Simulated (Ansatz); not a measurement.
Ansatz (a first-principles code) input (PBE/aug-pcseg-3):

Ansatz 0.2 input:
```yaml
crystal:
  periodic: [false, false, false]
  atoms:
    - {symbol: S, position_ang: [0.00184013, 0.00030176, 0.10309296]}
    - {symbol: H, position_ang: [-0.00752722, 0.96781232, -0.82771199]}
    - {symbol: H, position_ang: [-0.02191490, -0.97264043, -0.82177540]}
basis:
  gaussian:
    orbitals: aug-pcseg-3
hamiltonian:
  xc: {name: PBE}
output: {forces: true}
magnetization: {spin_polarized: false}
```

Output:

```
Functional definition: PBE
integrals: 0.06 GiB planned
571 factors; their error is unknown
mean field: 0.58 GiB planned
mean field evaluation 1: about -10863.0716 eV, gradient 1.7e1 eV
mean field evaluation 2: about -10863.0292 eV, gradient 1.9e1 eV
mean field evaluation 4: about -10863.9495 eV, gradient 1.0e0 eV
mean field evaluation 8: about -10863.9456 eV, gradient 4.9e-3 eV
mean field -10863.94556287 eV, -399.2426355888 hartree, gradient 5.7e-5 eV, S^2 0.000000; 0 other end points of the search recorded, 0 dependent functions left out
the calculation of the forces begins
reference -10863.94559978 eV, -399.2426369451 hartree; 9, 9 occupied and 178, 178 virtual orbitals, 571 factors
Total energy: -10863.94559978 eV, -399.2426369451 hartree
Atom 0 at     0.001840     0.000302     0.103093 Å, force     0.006451     0.001058     0.361396 eV/Å
Atom 1 at    -0.007527     0.967812    -0.827712 Å, force    -0.002300     0.124255    -0.181080 eV/Å
Atom 2 at    -0.021915    -0.972640    -0.821775 Å, force    -0.004151    -0.125313    -0.180316 eV/Å
Dipole moment:    -0.003596    -0.000590    -0.201467 e Å
```
